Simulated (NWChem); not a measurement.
Everything below was run with NWChem. System: Si (-1), charge -1, spin multiplicity 4. Its SCF solution wasn't tested for a lower state. Level: ROCCSD(T)/def2-TZVPD, 5 core orbitals frozen.

Output (cleaned and shortened):

```
             Northwest Computational Chemistry Package (NWChem) 7.3.0
             --------------------------------------------------------

                                NWChem Input Module
                                -------------------

 Scaling coordinates for geometry "geometry" by  1.889725989
 (inverse scale =  0.529177249)

                             Geometry "geometry" -> ""
                             -------------------------

 Output coordinates in angstroms (scale by  1.889725989 to convert to a.u.)

  No.       Tag          Charge          X              Y              Z
 ---- ---------------- ---------- -------------- -------------- --------------
    1 Si                  14.0000     0.00000000     0.00000000     0.00000000

 Effective nuclear repulsion energy (a.u.)       0.0000000000

            Nuclear Dipole moment (a.u.)
            ----------------------------
        X                 Y               Z
 ---------------- ---------------- ----------------
     0.0000000000     0.0000000000     0.0000000000

      Symmetry information
      --------------------

 Group name             D2h
 Group number             26
 Group order               8
 No. of unique centers     1

      Symmetry unique atoms

     1


 Summary of "ao basis" -> "" (spherical)
 ------------------------------------------------------------------------------
       Tag                 Description            Shells   Functions and Types
 ---------------- ------------------------------  ------  ---------------------
 *                         def2-tzvpd                 on all atoms

 Summary of "ao basis" -> "ao basis" (spherical)
 ------------------------------------------------------------------------------
       Tag                 Description            Shells   Functions and Types
 ---------------- ------------------------------  ------  ---------------------
 Si                        def2-tzvpd               15       43   6s5p3d1f

                                 NWChem SCF Module
                                 -----------------

  ao basis        = "ao basis"
  functions       =    43
  atoms           =     1
  closed shells   =     6
  open shells     =     3
  charge          =  -1.00
  wavefunction    = ROHF
  use symmetry    = T
  symmetry adapt  = T

 Summary of "ao basis" -> "ao basis" (spherical)
 ------------------------------------------------------------------------------
       Tag                 Description            Shells   Functions and Types
 ---------------- ------------------------------  ------  ---------------------
 Si                        def2-tzvpd               15       43   6s5p3d1f

      Symmetry analysis of basis
      --------------------------

        ag         12
        au          1
        b1g         3
        b1u         7
        b2g         3
        b2u         7
        b3g         3
        b3u         7

 Forming initial guess at       0.0s

      Symmetry analysis of molecular orbitals - initial
      -------------------------------------------------

  Numbering of irreducible representations:

     1 ag          2 au          3 b1g         4 b1u         5 b2g
     6 b2u         7 b3g         8 b3u

  Orbital symmetries:

     1 ag          2 ag          3 b1u         4 b3u         5 b2u
     6 ag          7 b3u         8 b2u         9 b1u        10 ag
    11 ag         12 ag         13 b1g        14 b2g        15 b3g
    16 b3u        17 b2u        18 b1u        19 ag

 Starting SCF solution at       0.0s

 ----------------------------------------------
         Quadratically convergent ROHF

 Convergence threshold     :          1.000E-07
 Maximum no. of iterations :          100
 Final Fock-matrix accuracy:          1.000E-09
 ----------------------------------------------

              iter       energy          gnorm     gmax       time
             ----- ------------------- --------- --------- --------
                 1     -288.8722590470  5.86D-01  4.15D-01      0.1
                 2     -288.8758768736  4.13D-02  1.63D-02      0.1
                 3     -288.8759298705  1.03D-03  6.07D-04      0.1
                 4     -288.8759301833  1.84D-07  1.03D-07      0.1
[...]
   Bfn.  Coefficient  Atom+Function         Bfn.  Coefficient  Atom+Function
  ----- ------------  ---------------      ----- ------------  ---------------
    20      0.597150  1 Si py                17      0.401368  1 Si py
    14      0.153110  1 Si py

 Vector    9  Occ=1.000000D+00  E= 1.278028D-01  Symmetry=b1u
              MO Center= -7.3D-28, -7.1D-28,  1.0D-15, r^2= 3.1D+00
   Bfn.  Coefficient  Atom+Function         Bfn.  Coefficient  Atom+Function
  ----- ------------  ---------------      ----- ------------  ---------------
    21      0.597150  1 Si pz                18      0.401368  1 Si pz
    15      0.153110  1 Si pz

 Vector   10  Occ=0.000000D+00  E= 2.489449D-01  Symmetry=ag
              MO Center=  3.2D-20, -9.0D-21,  3.3D-19, r^2= 1.1D+01
   Bfn.  Coefficient  Atom+Function         Bfn.  Coefficient  Atom+Function
  ----- ------------  ---------------      ----- ------------  ---------------
     6      2.213698  1 Si s                  5     -1.982619  1 Si s
     4      0.152994  1 Si s

 Vector   11  Occ=0.000000D+00  E= 3.319071D-01  Symmetry=ag
              MO Center= -6.0D-13,  9.2D-14, -4.5D-13, r^2= 9.7D+00
   Bfn.  Coefficient  Atom+Function         Bfn.  Coefficient  Atom+Function
  ----- ------------  ---------------      ----- ------------  ---------------
    34      1.080585  1 Si d  0              36     -0.207788  1 Si d  2
    29     -0.190805  1 Si d  0

 Vector   12  Occ=0.000000D+00  E= 3.319071D-01  Symmetry=ag
              MO Center=  1.3D-13,  5.1D-14, -1.7D-14, r^2= 9.7D+00
   Bfn.  Coefficient  Atom+Function         Bfn.  Coefficient  Atom+Function
  ----- ------------  ---------------      ----- ------------  ---------------
    36      1.080585  1 Si d  2              34      0.207788  1 Si d  0
    31     -0.190805  1 Si d  2

 center of mass
 --------------
 x =   0.00000000 y =   0.00000000 z =   0.00000000

 moments of inertia (a.u.)
 ------------------
           0.000000000000           0.000000000000           0.000000000000
           0.000000000000           0.000000000000           0.000000000000
           0.000000000000           0.000000000000           0.000000000000

  Mulliken analysis of the total density
  --------------------------------------

    Atom       Charge   Shell Charges
 -----------   ------   -------------------------------------------------------
    1 Si  14    15.00   2.00  0.59  1.38  1.01  0.88  0.13  4.10  1.74  0.44  1.08  1.65 -0.00  0.00  0.00  0.00

 Mulliken analysis of the open-shell density
 -------------------------------------------

    Atom       Charge   Shell Charges
 -----------   ------   -------------------------------------------------------
    1 Si  14     3.00   0.00  0.00  0.00 -0.00  0.00 -0.00  0.04 -0.03  0.26  1.08  1.65  0.00 -0.00  0.00  0.00

       Multipole analysis of the density wrt the origin
       ------------------------------------------------

     L   x y z        total         open         nuclear
     -   - - -        -----         ----         -------
     0   0 0 0     -1.000000     -3.000000     14.000000

     1   1 0 0     -0.000000     -0.000000      0.000000
     1   0 1 0      0.000000      0.000000      0.000000
     1   0 0 1     -0.000000     -0.000000      0.000000

     2   2 0 0    -16.232970    -10.955622      0.000000
     2   1 1 0     -0.000000     -0.000000      0.000000
     2   1 0 1      0.000000      0.000000      0.000000
     2   0 2 0    -16.232970    -10.955622      0.000000
     2   0 1 1      0.000000     -0.000000      0.000000
     2   0 0 2    -16.232970    -10.955622      0.000000

                   NWChem Extensible Many-Electron Theory Module
                   ---------------------------------------------


            General Information
            -------------------
      Number of processors :     1
         Wavefunction type : Restricted open-shell Hartree-Fock
          No. of electrons :    15
           Alpha electrons :     9
            Beta electrons :     6
           No. of orbitals :    86
            Alpha orbitals :    43
             Beta orbitals :    43
        Alpha frozen cores :     5
         Beta frozen cores :     5
     Alpha frozen virtuals :     0
      Beta frozen virtuals :     0
         Spin multiplicity : quartet
    Number of AO functions :    43
       Number of AO shells :    15
        Use of symmetry is : on
      Symmetry adaption is : on
         Schwarz screening : 0.10D-09

          Correlation Information
          -----------------------
          Calculation type : Coupled-cluster singles & doubles w/ perturbation
   Perturbative correction : (T)
            Max iterations :      100
        Residual threshold : 0.10D-05
     T(0) DIIS level shift : 0.00D+00
     L(0) DIIS level shift : 0.00D+00
     T(1) DIIS level shift : 0.00D+00
     L(1) DIIS level shift : 0.00D+00
     T(R) DIIS level shift : 0.00D+00
     T(I) DIIS level shift : 0.00D+00
   CC-T/L Amplitude update :  5-th order DIIS
                I/O scheme : Global Array Library
        L-threshold :  0.10D-05
        EOM-threshold :  0.10D-05
 no EOMCCSD initial starts read in
 TCE RESTART OPTIONS
 SLICE:      F
 D4D5:       F
 quantumc:   F
 qrotation:  F
 pwtce:      F
 qducc:      F
 nacto:                         0
 nrotv:                         0
 nrot:                          0

            Memory Information
            ------------------
          Available GA space size is     249033102 doubles
          Available MA space size is     104853836 doubles

 Maximum block size supplied by input
 Maximum block size        24 doubles

 tile_dim =      9

 -------------------------------------------------

 Global array virtual files algorithm will be used

 Parallel file system coherency ......... OK

 4-electron integrals stored in orbital form

 v2    file size   =            60070
 4-index algorithm nr.  13 is used
 imaxsize =       30
 imaxsize ichop =        0


CCSD iterations
 ---------------------------------------------------------
 Iter          Residuum       Correlation     Cpu    Wall
 ---------------------------------------------------------
    1   0.0572517313804  -0.0871327867474     0.1     0.1
    2   0.0151791398806  -0.0881691369206     0.1     0.1
    3   0.0052367143225  -0.0901731751728     0.1     0.1
    4   0.0018173469250  -0.0902168533409     0.2     0.2
    5   0.0006939574177  -0.0903831594082     0.1     0.1
    6   0.0001602854103  -0.0903889965581     0.1     0.1
    7   0.0000631862717  -0.0904037417911     0.1     0.1
    8   0.0000341377978  -0.0904021429081     0.1     0.1
    9   0.0000180150266  -0.0904026042039     0.2     0.2
   10   0.0000100492809  -0.0904025847097     0.1     0.1
   11   0.0000008650739  -0.0904027698821     0.1     0.1
 -----------------------------------------------------------------
 Iterations converged
 CCSD correlation energy / hartree =        -0.090402769882126
 CCSD total energy / hartree       =      -288.966332953148537

 Singles contributions

 Doubles contributions
 CCSD(T)
 Using plain CCSD(T) code
             total no. of tasks         1089
 total no. of tasks / no. procs         1089
                         wl_min            1           1.0
                         wl_max          729           3.0
        thresh for no. of tasks         1089

 CCSD[T]  correction energy / hartree =        -0.004790685973046
 CCSD[T] correlation energy / hartree =        -0.095193455855172
 CCSD[T] total energy / hartree       =      -288.971123639121572
 CCSD(T)  correction energy / hartree =        -0.004787263966135
 CCSD(T) correlation energy / hartree =        -0.095190033848261
 CCSD(T) total energy / hartree       =      -288.971120217114674

 Task  times  cpu:        2.3s     wall:        2.3s

 Total times  cpu:        2.3s     wall:        2.3s
```

### Question
Write an NWChem input that would produce this output.

### Answer
Several could match; the one computed here: 
```
start mol
memory heap 100 mb stack 700 mb global 1900 mb
charge -1
geometry units angstroms nocenter noautoz
  Si     0.000000     0.000000     0.000000
  symmetry group D2h
end
basis spherical
  * library def2-tzvpd
end
scf
  rohf
  nopen 3
  maxiter 100
  thresh 1e-7
  semidirect memsize 60000000 filesize 0
  # guess.movecs holds the orbitals of an unrestricted PBE0 run
  vectors input guess.movecs output mol.movecs
end
tce
  freeze core 5
  ccsd(t)
  2eorb
  2emet 13
  thresh 1e-6
  maxiter 100
  tilesize 24
end
task tce energy
```
